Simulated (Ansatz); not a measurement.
# P4 (SMILES P12P3P1P23): methods side by side

The species is P4 (4 atoms), meant as a singlet with charge 0. SMILES: `P12P3P1P23`. The shape was relaxed beforehand at B3LYP/def2-SVP.

Quantity: the adiabatic electron affinity (to the doublet anion, shapes relaxed at B3LYP/def2-SVP, no zero-point term), in eV. The values are calculated.

The electron affinity is E(neutral) − E(anion): positive where the electron is bound.

```tsv
level	kind	program	value (eV)	less CCSD(T)/def2-TZVP	CPU time (all runs)
HF/def2-TZVP	Hartree–Fock	Ansatz	-0.43	-0.36	48 s
PBE/def2-TZVP	GGA	Ansatz	0.03	+0.10	11 s
r2SCAN/def2-TZVP	meta-GGA	Ansatz	0.05	+0.12	24 s
B3LYP/def2-TZVP	global hybrid	Ansatz	0.13	+0.20	15 s
PBE0-D4/def2-TZVP	global hybrid	Ansatz	0.03	+0.10	23 s
wB97M-V/def2-TZVP	range-separated hybrid	Ansatz	-0.12	-0.05	58 s
MP2/def2-TZVP	perturbation theory	Ansatz	-0.24	-0.17	26 s
CCSD(T)/def2-TZVP	coupled cluster or CI	Ansatz	-0.07	0.00	2.2 min
```

Differences are taken from CCSD(T)/def2-TZVP for orientation; it has basis-set and higher-order errors of its own. Sets without diffuse functions describe the anion poorly, and affinities from them come out too low, at high levels too. The values span -0.43 to 0.13 eV. The levels disagree on the sign; a negative value means an electron held by the basis alone. CPU times are rough (shared hosts, several kinds of processor and program).
